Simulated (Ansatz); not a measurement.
Born–Oppenheimer molecular dynamics of AlClH₄ (6 atoms, charge 0, multiplicity 1). It starts at the highest image of a converged band, a first-order saddle point between two minima.

Level of theory: RKS PBE0-D4/6-31G* in Ansatz.

```yaml
ensemble: NVE (velocity Verlet)
time_step: 0.5 fs
steps_asked: 200
starting_velocities_drawn_for: 300 K
seed: 5600
```

First frame:

```xyz
6
Properties=species:S:1:pos:R:3
Al 0.018 -0.376 -0.140
Cl 0.013 -0.013 2.352
H 1.424 0.178 -0.615
H -1.417 0.101 -0.611
H 0.060 -1.914 0.479
H 0.044 -1.242 1.699
```

(1) How far do the bonds stretch over the last three quarters of this one trajectory? (Pairs bonded in most of those frames.)

## Answers

(1) 
```
   bond  mean (Å)  spread (Å)  shortest  longest
Al1–Cl2     2.711       0.194      2.45     3.05
 Al1–H3     1.597       0.037      1.54     1.65
 Al1–H4     1.597       0.005      1.59     1.61
 Al1–H5     1.602       0.026      1.56     1.64
 Cl2–H6     1.292       0.022      1.26     1.32
```

Mean temperature of the second half: 309 K. The conserved energy stayed within 0.077 meV per atom of its start (net change 0.028 meV per atom), so the integration is sound. A run of 0.1 ps of so small a system gives no equilibrium averages. The orbitals stay closed-shell, which can raise the energy where a bond breaks towards radicals; this wasn't checked here.

The run took 4 min on 1 thread of AMD EPYC 7R43 64-Core Processor (Zen 3), with other jobs on the host, peak memory 0.11 GiB.
